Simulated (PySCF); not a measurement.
# What binds to hydrogen sulfide, and how strongly

Gas-phase complexes of hydrogen sulfide, each in one structure from a short search with a few starts, optimised by PBE0-D3(BJ)/def2-SVPD or PBE0-D3(BJ)/def2-TZVPD; other ways of binding may lie lower. Energies in kcal/mol, wB97M-D3(BJ)/def2-TZVPD, counterpoise-corrected (PySCF): interaction is complex less parts frozen as they stand in it, binding adds what it costs to deform them. Contacts are written partner···hydrogen sulfide; electrostatic, Pauli and orbital are terms of the uncorrected same energy, whose rest is dispersion or correlation.

Frequency runs check only 4 of the 5 structures; an imaginary mode is left, so that the point isn't a minimum, in the complex with aluminium trifluoride (29i cm⁻¹), the complex with phosphine (35i cm⁻¹), the complex with dinitrogen (28i cm⁻¹). 2 further partners within 0.25 kcal/mol of a listed one are not ranked.

Order these partners of hydrogen sulfide by binding energy, strongest first: hydrogen chloride, BeF2, phosphine, aluminium trifluoride, dinitrogen.

aluminium trifluoride (-19.4), BeF2 (-10.5), hydrogen chloride (-3.2), phosphine (-1.2), dinitrogen (-0.5).
```json
{"partner": "aluminium trifluoride", "contact": "Al···S", "distance (Å)": "2.47", "binding": "-19.4", "interaction": "-24.7", "electrostatic": "-33.9", "Pauli": "37.5", "orbital": "-26.9"}
{"partner": "BeF2", "contact": "Be···S", "distance (Å)": "2.27", "binding": "-10.5", "interaction": "-17.0", "electrostatic": "-26.4", "Pauli": "30.7", "orbital": "-20.4"}
{"partner": "hydrogen chloride", "contact": "H···S", "distance (Å)": "2.34", "binding": "-3.2", "interaction": "-3.4", "electrostatic": "-6.9", "Pauli": "9.4", "orbital": "-5.0"}
{"partner": "phosphine", "contact": "P···H", "distance (Å)": "2.83", "binding": "-1.2", "interaction": "-1.2", "electrostatic": "-2.0", "Pauli": "2.7", "orbital": "-1.0"}
{"partner": "dinitrogen", "contact": "N···H", "distance (Å)": "2.92", "binding": "-0.5", "interaction": "-0.5", "electrostatic": "-0.5", "Pauli": "0.6", "orbital": "-0.2"}
```
